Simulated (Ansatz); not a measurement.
Potential energy curve for Li2, singlet.

Method: full CI/cc-pVTZ, frozen core (Ansatz, a first-principles code).

Problem. Relative to R = 2.68 Å, what are the energies at R = 2.07, 2.45, 3.12, 3.74 Å?

Solution. 0.478 eV at 2.07 Å, 0.057 eV at 2.45 Å, 0.100 eV at 3.12 Å, 0.407 eV at 3.74 Å.
